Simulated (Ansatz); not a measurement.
Worked example: HPB⁺, triplet against HPB, quartet

Geometry (PBE0/def2-TZVP stationary point of a quartet), kept for both states (HPB, quartet: A''; HPB⁺, triplet: A''):

```json
{"atom": "B", "x (Å)": "0.0000", "y (Å)": "0.0866", "z (Å)": "1.3928"}
{"atom": "P", "x (Å)": "0.0000", "y (Å)": "-0.0729", "z (Å)": "-0.4582"}
{"atom": "H", "x (Å)": "0.0000", "y (Å)": "1.3116", "z (Å)": "-0.8601"}
```

Basis cc-pVDZ; Ansatz 0.2.0. Correlated methods freeze the noble-gas cores. R marks a restricted (for open shells ROHF) determinant, U an unrestricted one.

Full CI isn't at hand for all of this; UCCSDTQ serves as the reference, and is uncertain by the last step of the cluster series or more.

| level | E(HPB, quartet) (hartree) | E(HPB⁺, triplet) (hartree) |
| --- | --- | --- |
| UHF | -365.852977 | -365.586205 |
| UMP2 | -365.986535 | -365.716710 |
| UCCSD(T) | -366.024799 | -365.757249 |
| PBE | -366.393166 | -366.118846 |
| B3LYP | -366.614757 | -366.340366 |
| UCCSDTQ | -366.026538 | -365.759452 |

**Question.** Give the vertical gap, HPB⁺ triplet less HPB quartet, at each level in eV (1 hartree = 27.2114 eV), and each error against UCCSDTQ.

**Answer.** UCCSDTQ: (-365.759452 − (-366.026538)) × 27.2114 = 7.268 eV (the reference)
B3LYP: (-366.340366 − (-366.614757)) × 27.2114 = 7.467 eV, error 0.199 eV
PBE: (-366.118846 − (-366.393166)) × 27.2114 = 7.465 eV, error 0.197 eV
UCCSD(T): (-365.757249 − (-366.024799)) × 27.2114 = 7.280 eV, error 0.012 eV
UMP2: (-365.716710 − (-365.986535)) × 27.2114 = 7.342 eV, error 0.074 eV
UHF: (-365.586205 − (-365.852977)) × 27.2114 = 7.259 eV, error -0.009 eV

Total energies of functionals can't be set beside those of wave-function methods, since they hold the core's correlation and their own absolute errors; only the differences compare.

In so small a basis the reference is far from its limit while semilocal and hybrid functionals are nearer theirs, so the functionals' errors here hold much of the reference's basis and frozen-core error, which can add to them or hide them.

Each level lands on the state that its own search finds. T1 diagnostics of restricted CCSD: 0.031 and 0.039.
